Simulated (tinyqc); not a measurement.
Worked calculation (part 2 of 2): RHF in the sto-3g basis, for H3O+, spin multiplicity 1. Computed by tinyqc, a small Python program that keeps every step (integrals from PySCF). Command: `OMP_NUM_THREADS=1 python tinyqc.py 21874 21875 out.jsonl` (the two numbers bound the seeds that draw the settings). One thread of a shared host (Intel(R) Xeon(R) Processor @ 2.60GHz), about 0.08 s of CPU time with the checks.

Geometry (angstrom):
```
atom        x        y       z
O      0.0000   0.0000  0.1080
H      1.2270   0.0000  0.0000
H     -0.6140   1.0630  0.0000
H     -0.6140  -1.0630  0.0000
```

## Iteration 1: diagonalisation and new density

Fock matrix F (hartree), order 1O 1s, 1O 2s, 1O 2px, 1O 2py, 1O 2pz, 2H 1s, 3H 1s, 4H 1s:
$$\begin{pmatrix}
-20.1077 & -5.1635 & 0.0000 & 0.0000 & 0.0046 & -0.6234 & -0.6226 & -0.6226 \\
-5.1635 & -2.4591 & 0.0000 & 0.0000 & 0.0233 & -0.7068 & -0.7061 & -0.7061 \\
0.0000 & 0.0000 & -0.4962 & 0.0000 & 0.0000 & -0.4319 & 0.2159 & 0.2159 \\
0.0000 & 0.0000 & 0.0000 & -0.4961 & 0.0000 & 0.0000 & -0.3738 & 0.3738 \\
0.0046 & 0.0233 & 0.0000 & 0.0000 & -0.4557 & 0.0415 & 0.0415 & 0.0415 \\
-0.6234 & -0.7068 & -0.4319 & 0.0000 & 0.0415 & -0.4933 & -0.1704 & -0.1704 \\
-0.6226 & -0.7061 & 0.2159 & -0.3738 & 0.0415 & -0.1704 & -0.4931 & -0.1704 \\
-0.6226 & -0.7061 & 0.2159 & 0.3738 & 0.0415 & -0.1704 & -0.1704 & -0.4931
\end{pmatrix}$$

X, order 1O 1s, 1O 2s, 1O 2px, 1O 2py, 1O 2pz, 2H 1s, 3H 1s, 4H 1s:
$$\begin{pmatrix}
1.0237 & -0.1367 & 0.0000 & 0.0000 & 0.0011 & 0.0157 & 0.0157 & 0.0157 \\
-0.1367 & 1.1462 & 0.0001 & 0.0000 & -0.0098 & -0.1683 & -0.1681 & -0.1681 \\
0.0000 & 0.0001 & 1.0570 & 0.0000 & 0.0000 & -0.1712 & 0.0855 & 0.0855 \\
0.0000 & 0.0000 & 0.0000 & 1.0569 & 0.0000 & 0.0000 & -0.1481 & 0.1481 \\
0.0011 & -0.0098 & 0.0000 & 0.0000 & 1.0008 & 0.0134 & 0.0133 & 0.0133 \\
0.0157 & -0.1683 & -0.1712 & 0.0000 & 0.0134 & 1.0827 & -0.0316 & -0.0316 \\
0.0157 & -0.1681 & 0.0855 & -0.1481 & 0.0133 & -0.0316 & 1.0825 & -0.0316 \\
0.0157 & -0.1681 & 0.0855 & 0.1481 & 0.0133 & -0.0316 & -0.0316 & 1.0825
\end{pmatrix}$$

Diagonalise F' = X^T F X, C = X C', fill 5 alpha and 5 beta electrons from the bottom; D = 2 C_occ C_occ^T. Each column has its largest component positive (the first on a tie).

F' = X^T F X (hartree):
$$\begin{pmatrix}
-19.7255 & -2.7105 & 0.0000 & 0.0000 & 0.0077 & -0.0396 & -0.0394 & -0.0394 \\
-2.7105 & -1.3282 & 0.0001 & 0.0000 & 0.0003 & -0.3456 & -0.3451 & -0.3451 \\
0.0000 & 0.0001 & -0.3341 & 0.0000 & 0.0000 & -0.3763 & 0.1881 & 0.1881 \\
0.0000 & 0.0000 & 0.0000 & -0.3343 & 0.0000 & 0.0000 & -0.3256 & 0.3256 \\
0.0077 & 0.0003 & 0.0000 & 0.0000 & -0.4536 & 0.0292 & 0.0292 & 0.0292 \\
-0.0396 & -0.3456 & -0.3763 & 0.0000 & 0.0292 & -0.2298 & -0.0545 & -0.0545 \\
-0.0394 & -0.3451 & 0.1881 & -0.3256 & 0.0292 & -0.0545 & -0.2300 & -0.0544 \\
-0.0394 & -0.3451 & 0.1881 & 0.3256 & 0.0292 & -0.0545 & -0.0544 & -0.2300
\end{pmatrix}$$

orbital energies (hartree): MO1 -20.1177, MO2 -1.2930, MO3 -0.7224, MO4 -0.7222, MO5 -0.4568, MO6 0.0214, MO7 0.2123, MO8 0.2129

coefficients C, order 1O 1s, 1O 2s, 1O 2px, 1O 2py, 1O 2pz, 2H 1s, 3H 1s, 4H 1s:
$$\begin{pmatrix}
0.9938 & -0.2301 & 0.0000 & 0.0000 & -0.0204 & -0.1624 & 0.0000 & -0.0003 \\
0.0264 & 0.8325 & -0.0002 & 0.0000 & 0.0933 & 0.8456 & 0.0000 & 0.0015 \\
0.0000 & 0.0000 & 0.6733 & 0.0000 & 0.0000 & -0.0012 & 0.0000 & 0.8414 \\
0.0000 & 0.0000 & 0.0000 & 0.6734 & 0.0000 & 0.0000 & 0.8411 & 0.0000 \\
-0.0005 & -0.0269 & 0.0000 & 0.0000 & 0.9940 & -0.1162 & 0.0000 & -0.0002 \\
-0.0040 & 0.1627 & 0.4552 & 0.0000 & -0.0357 & -0.5884 & 0.0000 & -0.8069 \\
-0.0040 & 0.1625 & -0.2277 & 0.3943 & -0.0357 & -0.5899 & -0.6979 & 0.4021 \\
-0.0040 & 0.1625 & -0.2277 & -0.3943 & -0.0357 & -0.5899 & 0.6979 & 0.4021
\end{pmatrix}$$

D after iteration 1, order 1O 1s, 1O 2s, 1O 2px, 1O 2py, 1O 2pz, 2H 1s, 3H 1s, 4H 1s:
$$\begin{pmatrix}
2.0822 & -0.3346 & 0.0000 & 0.0000 & -0.0293 & -0.0813 & -0.0812 & -0.0812 \\
-0.3346 & 1.4049 & -0.0002 & 0.0000 & 0.1406 & 0.2638 & 0.2638 & 0.2638 \\
0.0000 & -0.0002 & 0.9065 & 0.0000 & 0.0000 & 0.6130 & -0.3066 & -0.3066 \\
0.0000 & 0.0000 & 0.0000 & 0.9068 & 0.0000 & 0.0000 & 0.5310 & -0.5310 \\
-0.0293 & 0.1406 & 0.0000 & 0.0000 & 1.9774 & -0.0798 & -0.0798 & -0.0798 \\
-0.0813 & 0.2638 & 0.6130 & 0.0000 & -0.0798 & 0.4699 & -0.1519 & -0.1519 \\
-0.0812 & 0.2638 & -0.3066 & 0.5310 & -0.0798 & -0.1519 & 0.4700 & -0.1518 \\
-0.0812 & 0.2638 & -0.3066 & -0.5310 & -0.0798 & -0.1519 & -0.1518 & 0.4700
\end{pmatrix}$$

## Iteration 2: building the Fock matrix

core Hamiltonian H = T + V (hartree), order 1O 1s, 1O 2s, 1O 2px, 1O 2py, 1O 2pz, 2H 1s, 3H 1s, 4H 1s:
$$\begin{pmatrix}
-32.9037 & -7.6561 & 0.0000 & 0.0000 & 0.0025 & -0.9184 & -0.9172 & -0.9172 \\
-7.6561 & -9.5296 & -0.0001 & 0.0000 & 0.0306 & -2.3813 & -2.3788 & -2.3788 \\
0.0000 & -0.0001 & -7.7686 & 0.0000 & 0.0000 & -1.8279 & 0.9134 & 0.9134 \\
0.0000 & 0.0000 & 0.0000 & -7.7685 & 0.0000 & 0.0000 & -1.5814 & 1.5814 \\
0.0025 & 0.0306 & 0.0000 & 0.0000 & -7.6703 & 0.1669 & 0.1667 & 0.1667 \\
-0.9184 & -2.3813 & -1.8279 & 0.0000 & 0.1669 & -4.3591 & -0.5844 & -0.5844 \\
-0.9172 & -2.3788 & 0.9134 & -1.5814 & 0.1667 & -0.5844 & -4.3575 & -0.5841 \\
-0.9172 & -2.3788 & 0.9134 & 1.5814 & 0.1667 & -0.5844 & -0.5841 & -4.3575
\end{pmatrix}$$

nuclear repulsion = 11.054297 hartree

Given earlier and not repeated: Two-electron integrals (ij|kl) in chemists' order.

J_ij = sum D_kl (ij|kl), K_ij = sum D_kl (ik|jl); F = H + J - 0.5 K; E = tr D H + tr D J / 2 - 0.25 tr D K + E_nn.

Coulomb J (hartree), order 1O 1s, 1O 2s, 1O 2px, 1O 2py, 1O 2pz, 2H 1s, 3H 1s, 4H 1s:
$$\begin{pmatrix}
16.8614 & 3.1625 & 0.0000 & 0.0000 & 0.0041 & 0.3779 & 0.3773 & 0.3773 \\
3.1625 & 7.8839 & 0.0000 & 0.0000 & 0.0079 & 1.9724 & 1.9703 & 1.9703 \\
0.0000 & 0.0000 & 7.8684 & 0.0000 & 0.0000 & 1.6390 & -0.8190 & -0.8190 \\
0.0000 & 0.0000 & 0.0000 & 7.8683 & 0.0000 & 0.0000 & 1.4180 & -1.4180 \\
0.0041 & 0.0079 & 0.0000 & 0.0000 & 7.8916 & -0.1442 & -0.1440 & -0.1440 \\
0.3779 & 1.9724 & 1.6390 & 0.0000 & -0.1442 & 4.1814 & 0.4882 & 0.4882 \\
0.3773 & 1.9703 & -0.8190 & 1.4180 & -0.1440 & 0.4882 & 4.1800 & 0.4879 \\
0.3773 & 1.9703 & -0.8190 & -1.4180 & -0.1440 & 0.4882 & 0.4879 & 4.1800
\end{pmatrix}$$

exchange K (hartree), order 1O 1s, 1O 2s, 1O 2px, 1O 2py, 1O 2pz, 2H 1s, 3H 1s, 4H 1s:
$$\begin{pmatrix}
9.7384 & 1.6471 & 0.0000 & 0.0000 & -0.0005 & 0.2060 & 0.2057 & 0.2057 \\
1.6471 & 2.4181 & 0.0000 & 0.0000 & 0.0517 & 0.7614 & 0.7607 & 0.7607 \\
0.0000 & 0.0000 & 1.6960 & 0.0000 & 0.0000 & 0.6605 & -0.3302 & -0.3302 \\
0.0000 & 0.0000 & 0.0000 & 1.6960 & 0.0000 & 0.0000 & 0.5717 & -0.5717 \\
-0.0005 & 0.0517 & 0.0000 & 0.0000 & 2.1971 & -0.0639 & -0.0638 & -0.0638 \\
0.2060 & 0.7614 & 0.6605 & 0.0000 & -0.0639 & 0.8835 & 0.1339 & 0.1339 \\
0.2057 & 0.7607 & -0.3302 & 0.5717 & -0.0638 & 0.1339 & 0.8829 & 0.1338 \\
0.2057 & 0.7607 & -0.3302 & -0.5717 & -0.0638 & 0.1339 & 0.1338 & 0.8829
\end{pmatrix}$$

Fock matrix F (hartree), order 1O 1s, 1O 2s, 1O 2px, 1O 2py, 1O 2pz, 2H 1s, 3H 1s, 4H 1s:
$$\begin{pmatrix}
-20.9115 & -5.3171 & 0.0000 & 0.0000 & 0.0068 & -0.6435 & -0.6427 & -0.6427 \\
-5.3171 & -2.8548 & -0.0001 & 0.0000 & 0.0127 & -0.7896 & -0.7888 & -0.7888 \\
0.0000 & -0.0001 & -0.7483 & 0.0000 & 0.0000 & -0.5191 & 0.2595 & 0.2595 \\
0.0000 & 0.0000 & 0.0000 & -0.7481 & 0.0000 & 0.0000 & -0.4493 & 0.4493 \\
0.0068 & 0.0127 & 0.0000 & 0.0000 & -0.8773 & 0.0547 & 0.0546 & 0.0546 \\
-0.6435 & -0.7896 & -0.5191 & 0.0000 & 0.0547 & -0.6194 & -0.1632 & -0.1632 \\
-0.6427 & -0.7888 & 0.2595 & -0.4493 & 0.0546 & -0.1632 & -0.6190 & -0.1631 \\
-0.6427 & -0.7888 & 0.2595 & 0.4493 & 0.0546 & -0.1632 & -0.1631 & -0.6190
\end{pmatrix}$$

total energy of this density = -75.160609 hartree

## Iteration 2: diagonalisation and new density

As before.

F' = X^T F X (hartree):
$$\begin{pmatrix}
-20.5332 & -2.7180 & 0.0000 & 0.0000 & 0.0114 & -0.0453 & -0.0452 & -0.0452 \\
-2.7180 & -1.7311 & 0.0001 & 0.0000 & -0.0137 & -0.3558 & -0.3554 & -0.3554 \\
0.0000 & 0.0001 & -0.5743 & 0.0000 & 0.0000 & -0.4118 & 0.2059 & 0.2059 \\
0.0000 & 0.0000 & 0.0000 & -0.5744 & 0.0000 & 0.0000 & -0.3564 & 0.3564 \\
0.0114 & -0.0137 & 0.0000 & 0.0000 & -0.8746 & 0.0380 & 0.0379 & 0.0379 \\
-0.0453 & -0.3558 & -0.4118 & 0.0000 & 0.0380 & -0.3355 & -0.0334 & -0.0334 \\
-0.0452 & -0.3554 & 0.2059 & -0.3564 & 0.0379 & -0.0334 & -0.3355 & -0.0333 \\
-0.0452 & -0.3554 & 0.2059 & 0.3564 & 0.0379 & -0.0334 & -0.0333 & -0.3355
\end{pmatrix}$$

orbital energies (hartree): MO1 -20.9195, MO2 -1.6365, MO3 -0.9606, MO4 -0.9604, MO5 -0.8799, MO6 -0.1051, MO7 0.0838, MO8 0.0841

coefficients C, order 1O 1s, 1O 2s, 1O 2px, 1O 2py, 1O 2pz, 2H 1s, 3H 1s, 4H 1s:
$$\begin{pmatrix}
0.9946 & -0.2427 & 0.0000 & 0.0000 & -0.0150 & -0.1385 & 0.0000 & 0.0002 \\
0.0234 & 0.9107 & -0.0002 & 0.0000 & 0.0734 & 0.7629 & 0.0000 & -0.0009 \\
0.0000 & 0.0001 & 0.7117 & 0.0000 & 0.0001 & -0.0006 & 0.0000 & -0.8091 \\
0.0000 & 0.0000 & 0.0000 & 0.7118 & 0.0000 & 0.0000 & 0.8089 & 0.0000 \\
-0.0006 & -0.0185 & -0.0002 & 0.0000 & 0.9948 & -0.1102 & 0.0000 & 0.0001 \\
-0.0034 & 0.1052 & 0.4173 & 0.0000 & -0.0359 & -0.6017 & 0.0000 & 0.8268 \\
-0.0034 & 0.1051 & -0.2087 & 0.3614 & -0.0360 & -0.6026 & -0.7155 & -0.4126 \\
-0.0034 & 0.1051 & -0.2087 & -0.3614 & -0.0360 & -0.6026 & 0.7155 & -0.4126
\end{pmatrix}$$

D after iteration 2, order 1O 1s, 1O 2s, 1O 2px, 1O 2py, 1O 2pz, 2H 1s, 3H 1s, 4H 1s:
$$\begin{pmatrix}
2.0965 & -0.3978 & 0.0000 & 0.0000 & -0.0221 & -0.0567 & -0.0567 & -0.0567 \\
-0.3978 & 1.6708 & -0.0002 & 0.0000 & 0.1122 & 0.1860 & 0.1860 & 0.1860 \\
0.0000 & -0.0002 & 1.0129 & 0.0000 & 0.0000 & 0.5939 & -0.2970 & -0.2970 \\
0.0000 & 0.0000 & 0.0000 & 1.0132 & 0.0000 & 0.0000 & 0.5144 & -0.5144 \\
-0.0221 & 0.1122 & 0.0000 & 0.0000 & 1.9801 & -0.0755 & -0.0755 & -0.0755 \\
-0.0567 & 0.1860 & 0.5939 & 0.0000 & -0.0755 & 0.3730 & -0.1494 & -0.1494 \\
-0.0567 & 0.1860 & -0.2970 & 0.5144 & -0.0755 & -0.1494 & 0.3730 & -0.1494 \\
-0.0567 & 0.1860 & -0.2970 & -0.5144 & -0.0755 & -0.1494 & -0.1494 & 0.3730
\end{pmatrix}$$

## Iteration 11 (converged): orbitals

converged F (hartree), order 1O 1s, 1O 2s, 1O 2px, 1O 2py, 1O 2pz, 2H 1s, 3H 1s, 4H 1s:
$$\begin{pmatrix}
-20.7250 & -5.2744 & 0.0000 & 0.0000 & 0.0060 & -0.6390 & -0.6381 & -0.6381 \\
-5.2744 & -2.8038 & -0.0001 & 0.0000 & 0.0161 & -0.7623 & -0.7616 & -0.7616 \\
0.0000 & -0.0001 & -0.6716 & 0.0000 & 0.0000 & -0.5030 & 0.2514 & 0.2514 \\
0.0000 & 0.0000 & 0.0000 & -0.6715 & 0.0000 & 0.0000 & -0.4353 & 0.4353 \\
0.0060 & 0.0161 & 0.0000 & 0.0000 & -0.7865 & 0.0556 & 0.0556 & 0.0556 \\
-0.6390 & -0.7623 & -0.5030 & 0.0000 & 0.0556 & -0.5865 & -0.1500 & -0.1500 \\
-0.6381 & -0.7616 & 0.2514 & -0.4353 & 0.0556 & -0.1500 & -0.5862 & -0.1499 \\
-0.6381 & -0.7616 & 0.2514 & 0.4353 & 0.0556 & -0.1500 & -0.1499 & -0.5862
\end{pmatrix}$$

As before.

F' = X^T F X (hartree):
$$\begin{pmatrix}
-20.3487 & -2.7006 & 0.0000 & 0.0000 & 0.0101 & -0.0469 & -0.0468 & -0.0468 \\
-2.7006 & -1.6999 & 0.0001 & 0.0000 & -0.0107 & -0.3409 & -0.3406 & -0.3406 \\
0.0000 & 0.0001 & -0.4966 & 0.0000 & 0.0000 & -0.4097 & 0.2048 & 0.2048 \\
0.0000 & 0.0000 & 0.0000 & -0.4967 & 0.0000 & 0.0000 & -0.3546 & 0.3546 \\
0.0101 & -0.0107 & 0.0000 & 0.0000 & -0.7837 & 0.0400 & 0.0400 & 0.0400 \\
-0.0469 & -0.3409 & -0.4097 & 0.0000 & 0.0400 & -0.3104 & -0.0269 & -0.0269 \\
-0.0468 & -0.3406 & 0.2048 & -0.3546 & 0.0400 & -0.0269 & -0.3105 & -0.0269 \\
-0.0468 & -0.3406 & 0.2048 & 0.3546 & 0.0400 & -0.0269 & -0.0269 & -0.3105
\end{pmatrix}$$

orbital energies (hartree): MO1 -20.7332, MO2 -1.5856, MO3 -0.9030, MO4 -0.9028, MO5 -0.7899, MO6 -0.0880, MO7 0.1225, MO8 0.1229

coefficients C, order 1O 1s, 1O 2s, 1O 2px, 1O 2py, 1O 2pz, 2H 1s, 3H 1s, 4H 1s:
$$\begin{pmatrix}
0.9945 & -0.2447 & 0.0000 & 0.0000 & -0.0173 & -0.1352 & 0.0000 & -0.0001 \\
0.0236 & 0.9204 & -0.0002 & 0.0000 & 0.0847 & 0.7500 & 0.0000 & 0.0009 \\
0.0000 & 0.0001 & 0.6894 & 0.0000 & 0.0001 & -0.0006 & 0.0000 & 0.8282 \\
0.0000 & 0.0000 & 0.0000 & 0.6895 & 0.0000 & 0.0000 & 0.8279 & 0.0000 \\
-0.0006 & -0.0223 & -0.0001 & 0.0000 & 0.9934 & -0.1220 & 0.0000 & -0.0001 \\
-0.0034 & 0.0974 & 0.4396 & 0.0000 & -0.0431 & -0.6026 & 0.0000 & -0.8152 \\
-0.0034 & 0.0973 & -0.2198 & 0.3807 & -0.0431 & -0.6034 & -0.7054 & 0.4068 \\
-0.0034 & 0.0973 & -0.2198 & -0.3807 & -0.0431 & -0.6034 & 0.7054 & 0.4068
\end{pmatrix}$$

D after iteration 11, order 1O 1s, 1O 2s, 1O 2px, 1O 2py, 1O 2pz, 2H 1s, 3H 1s, 4H 1s:
$$\begin{pmatrix}
2.0983 & -0.4063 & 0.0000 & 0.0000 & -0.0246 & -0.0529 & -0.0529 & -0.0529 \\
-0.4063 & 1.7098 & -0.0002 & 0.0000 & 0.1271 & 0.1717 & 0.1718 & 0.1718 \\
0.0000 & -0.0002 & 0.9506 & 0.0000 & 0.0000 & 0.6061 & -0.3031 & -0.3031 \\
0.0000 & 0.0000 & 0.0000 & 0.9509 & 0.0000 & 0.0000 & 0.5250 & -0.5250 \\
-0.0246 & 0.1271 & 0.0000 & 0.0000 & 1.9746 & -0.0900 & -0.0900 & -0.0900 \\
-0.0529 & 0.1717 & 0.6061 & 0.0000 & -0.0900 & 0.4091 & -0.1705 & -0.1705 \\
-0.0529 & 0.1718 & -0.3031 & 0.5250 & -0.0900 & -0.1705 & 0.4092 & -0.1705 \\
-0.0529 & 0.1718 & -0.3031 & -0.5250 & -0.0900 & -0.1705 & -0.1705 & 0.4092
\end{pmatrix}$$

## Convergence

Stop when the energy changes by less than 1e-08 hartree and every element of the error matrix X^T (F D S - S D F) X is below 3e-05.

Course of the cycle:
```
iteration  E (hartree)     change  largest element of the error matrix
1           -74.816000          -                             4.44e-01
2           -75.160609  -3.45e-01                             1.60e-01
3           -75.191687  -3.11e-02                             5.15e-02
4           -75.195011  -3.32e-03                             1.55e-02
5           -75.195350  -3.39e-04                             5.37e-03
6           -75.195386  -3.65e-05                             1.52e-03
7           -75.195391  -4.19e-06                             5.54e-04
8           -75.195391  -5.48e-07                             1.62e-04
9           -75.195391  -8.61e-08                             6.12e-05
10          -75.195391  -1.65e-08                             2.56e-05
11          -75.195391  -3.68e-09                             1.52e-05
```

PySCF RHF in the same basis = -75.195391 hartree

Converged in 11 iterations.

## Populations, bond orders and dipole

overlap S, order 1O 1s, 1O 2s, 1O 2px, 1O 2py, 1O 2pz, 2H 1s, 3H 1s, 4H 1s:
$$\begin{pmatrix}
1.0000 & 0.2367 & 0.0000 & 0.0000 & 0.0000 & 0.0282 & 0.0281 & 0.0281 \\
0.2367 & 1.0000 & 0.0000 & 0.0000 & 0.0000 & 0.3143 & 0.3140 & 0.3140 \\
0.0000 & 0.0000 & 1.0000 & 0.0000 & 0.0000 & 0.2892 & -0.1445 & -0.1445 \\
0.0000 & 0.0000 & 0.0000 & 1.0000 & 0.0000 & 0.0000 & 0.2502 & -0.2502 \\
0.0000 & 0.0000 & 0.0000 & 0.0000 & 1.0000 & -0.0255 & -0.0254 & -0.0254 \\
0.0282 & 0.3143 & 0.2892 & 0.0000 & -0.0255 & 1.0000 & 0.0966 & 0.0966 \\
0.0281 & 0.3140 & -0.1445 & 0.2502 & -0.0254 & 0.0966 & 1.0000 & 0.0966 \\
0.0281 & 0.3140 & -0.1445 & -0.2502 & -0.0254 & 0.0966 & 0.0966 & 1.0000
\end{pmatrix}$$

Mulliken: Z minus the diagonal of D S on the atom; Loewdin: the same with S^(1/2) D S^(1/2); Mayer order: 2 sum_s sum (D(s) S)_ij (D(s) S)_ji over the two atoms.

Charges (e):
```
atom  Mulliken  Loewdin
1O     -0.1815  -0.0416
2H      0.3938   0.3471
3H      0.3939   0.3472
4H      0.3939   0.3472
```

Mayer bond orders:
```
pair   order
2-1   0.7799
3-1   0.7798
3-2   0.0325
4-1   0.7798
4-2   0.0325
4-3   0.0325
```

dipole moment about the origin, x y z (debye): [-0.0024, 0.0000, -0.2806]
